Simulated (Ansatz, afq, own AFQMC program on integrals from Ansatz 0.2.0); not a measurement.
## BeMg, triplet: AFQMC among the cluster methods

```xyz
2

Be    0.0000    0.0000    0.0000
Mg    0.0000    0.0000    2.7131
```

Basis aug-cc-pVDZ. Noble-gas cores (and the filled d shells of Ga–Kr and In–Xe) are frozen. Integrals, coupled cluster, full CI and functionals: Ansatz 0.2.0; the random walks run on the same integrals in our own AFQMC program. The CISD trial takes its coefficients from CCSD amplitudes. Released means that phaseless walkers are propagated on without the constraint, phases kept. Free projection: walkers drawn from exp(T), propagated without any constraint. Its projection time is finite, and what remains of the start isn't in its error. Error bars are statistical, one sigma.

Determinant: UHF, the one that the program's search chose, which needn't be the lowest solution. The geometry is a PBE0/def2-TZVPD stationary point of this or a neighbouring charge and spin state.

Full CI on the same integrals is exact in this basis and with this determinant's frozen core.

Cautions: lower spins were not checked.

* T1 diagnostic: 0.0256
* weight of the determinant in the CISD state: 0.919
* ⟨S²⟩ of the determinant: 2.010
* size of the correlated space: 4 electrons in 44 orbitals

Reference: full CI, correlation energy -1.385 eV. The released energy is read at 2.40 1/Eh (meV from the phaseless value at times in 1/Eh: -7 ± 5 at 0.24, -5 ± 4 at 0.51, -7 ± 5 at 0.99, -9 ± 5 at 1.62, -11 ± 5 at 2.40).

```json
{"level": "HF", "E − E(reference) (mEh)": "50.89", "share of correlation (%)": "0.00"}
{"level": "MP2", "E − E(reference) (mEh)": "18.57", "share of correlation (%)": "63.52"}
{"level": "CCSD", "E − E(reference) (mEh)": "2.37", "share of correlation (%)": "95.34"}
{"level": "CCSD(T)", "E − E(reference) (mEh)": "0.82", "share of correlation (%)": "98.38"}
{"level": "CCSDT", "E − E(reference) (mEh)": "0.05", "share of correlation (%)": "99.90"}
{"level": "CCSDT(Q)", "E − E(reference) (mEh)": "0.02", "share of correlation (%)": "99.97"}
{"level": "ph-AFQMC/HF", "E − E(reference) (mEh)": "1.31 ± 1.09", "share of correlation (%)": "97.44"}
{"level": "ph-AFQMC/CISD", "E − E(reference) (mEh)": "0.60 ± 0.13", "share of correlation (%)": "98.81"}
{"level": "released AFQMC", "E − E(reference) (mEh)": "0.21 ± 0.17", "share of correlation (%)": "99.60"}
{"level": "free AFQMC", "E − E(reference) (mEh)": "0.10 ± 0.10", "share of correlation (%)": "99.80"}
```

CCSDT and higher add their correlation energy to the determinant of the CCSD(T) run, since their own runs factorise the integrals more tightly (a shift of under 2 meV). Free projections are given only where their last times agree within the noise and don't stop above the reference; a slow remainder of the start can still hide under it. A walk keeps the symmetry of its determinant, which the program's search chose and which needn't be the lowest solution, so a lower state of the same spin and another symmetry isn't excluded. Released energies are given only where the last usable release times agree within the noise; a slower fall can still hide under it.
